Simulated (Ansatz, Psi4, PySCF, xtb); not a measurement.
Dimer: HF (SMILES F) (first 2 atoms) with HF (SMILES F); geometry from A24 set.
(charge 0, multiplicity 1):
```xyz
4

H      0.0000     0.8027     1.6953
F      0.0000    -0.0460     1.3403
H      0.0000    -0.1204    -0.4908
F      0.0000     0.0098    -1.4042
```

Counterpoise-corrected where a basis set is named; no monomer relaxation. Rows marked so take none.

Correlated levels freeze the cores. CBS(a, b) extrapolates the correlation energy as X⁻³ and adds the Hartree–Fock energy of set b. Rows in 6-31G* carry no dispersion term and start afresh at each structure (6-31G* with six Cartesian d functions).

Codes used: Ansatz (Gaussian orbitals); Psi4 for SAPT; PySCF for 6-31G* rows; xtb for the GFN methods. Values without a source in brackets are computed.

| level | interaction energy (meV) |
|---|---|
| GFN2-xTB | -201.3 |
| HF/6-31G* (no counterpoise) | -263.6 |
| HF/aug-cc-pVTZ | -162.3 |
| SVWN5/def2-TZVPPD | ___ |
| PBE/def2-TZVPPD | -197.3 |
| B3LYP/def2-TZVPPD | -188.6 |
| MP2/CBS(aug-cc-pVTZ, aug-cc-pVQZ) | -193.6 |
| CCSD(T)/aug-cc-pVTZ | -186.5 |
| SAPT0/jun-cc-pV(D+d)Z | -197.3 |

**Question.** Some entries are withheld; supply them.

**Answer.** 
- SVWN5/def2-TZVPPD, interaction energy (meV): -311.2

Ansatz is an electronic-structure program.
